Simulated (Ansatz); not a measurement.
nitrous oxide (SMILES N#[N+][O-]) moved off its minimum; all values from Ansatz (a first-principles code), cores frozen in correlated methods.
(charge 0, multiplicity 1)
```xyz
3

N     -0.1188     0.0367    -1.1808
N     -0.0614    -0.0301    -0.1051
O      0.0249     0.0247     1.0708
```

Forces at HF/def2-TZVPP (eV/Å):

```
atom      Fx      Fy      Fz
----  ------  ------  ------
N1    -0.116  -0.541  -0.254
N2     0.265   1.085   0.998
O3    -0.149  -0.544  -0.744
```

Problem. Give the forces (eV/Å), the total energy and the dipole at CCSD(T)/aug-cc-pVTZ.

Solution. 
```csv
atom,Fx,Fy,Fz
N1,-0.490,-0.022,-7.492
N2,0.478,0.409,6.215
O3,0.011,-0.386,1.277
```
Energy -184.4123 hartree, dipole 0.28 D.
